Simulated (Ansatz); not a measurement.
For antifluorite Mg₂Sn, RPBE in Ansatz (plane waves, PAW) gives:

| Item | Result |
|---|---|
| equilibrium lattice constant a | 6.885 Å |
| bulk modulus | 37.9 GPa |
| cohesive energy | 1.99 eV/atom |
| formation enthalpy | -0.201 eV/atom |

### Question
What does PBE0-D3(BJ) (Ansatz, a first-principles code, PAW) give for the same quantities?

### Answer

- lattice constant a: 6.655 Å (decreases by 3.3 %)
- bulk modulus: 50.8 GPa (goes up by 34 %)
- cohesive energy: 2.64 eV/atom (goes up by 0.65 eV/atom)
- formation enthalpy: -0.266 eV/atom (moves by -0.065 eV/atom)

For comparison: lattice constant a 6.766 Å (measured, temperature not stated, not corrected to a static lattice; as tabulated in Freccero, Grin, Wagner, Dalton Trans. (2023), ESI).

Changes are worked out from the printed values.

Unless a cell is named, each level is at its own relaxed cell (RPBE 27.19, PBE0-D3(BJ) 24.56 Å³/atom).

Levels without +SOC leave out spin–orbit coupling, which shifts energies and cells of such heavy elements.

Ansatz's density-functional and Hartree–Fock values are scalar-relativistic unless marked +SOC, with PAW data made under PBE.
